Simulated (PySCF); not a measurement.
# C4H4O2 (2(5H)-Furanone): the cost of one run

Computed with PySCF 2.14.0, with density-fitted response routines of our own, on a single molecule in the gas phase. Atoms are numbered from 0 throughout.

## (1) Starting geometry

10 atoms, charge 0, multiplicity 1; geometry from: GFN2-xTB. The atoms were then displaced at random by about 0.01 Å, so the start is not that level's minimum.

Bonds of the start (Å): O0–C1 1.23, C1–C2 1.49, C2–C3 1.28, C3–C4 1.51, C4–O5 1.41, O5–C1 1.35, C2–H6 1.09, C3–H7 1.09, C4–H8 1.07, C4–H9 1.11.

## (2) Relaxing the molecule at PBE0-D3(BJ)/def2-TZVP

Job settings and geometry (Å):

```
{"job": {"xc": "PBE0", "basis": "def2-TZVP", "d3": "d3bj", "grid": 2, "shake": 0.01, "kind": "geom"}, "charge": 0, "multiplicity": 1}
O      2.528890    -0.557980     0.052110
C      1.326040    -0.320640     0.027200
C      0.597700     0.968630    -0.157960
C     -0.654110     0.732250    -0.103700
C     -0.903700    -0.739500     0.102850
O      0.390590    -1.281930     0.178030
H      1.144790     1.897310    -0.289000
H     -1.490560     1.424190    -0.195590
H     -1.452710    -1.194810    -0.692250
H     -1.436510    -0.948450     1.057260
```

Command:

```bash
$ OMP_NUM_THREADS=1 python probes_run.py task.json out
```

One launch serves the whole session: the jobs run in the order shown.

**Question.** How long does this first job take on 1 thread of Arm Neoverse V2, shared host, and how much memory does it need?

About 95 s, with a peak of 0.95 GiB.
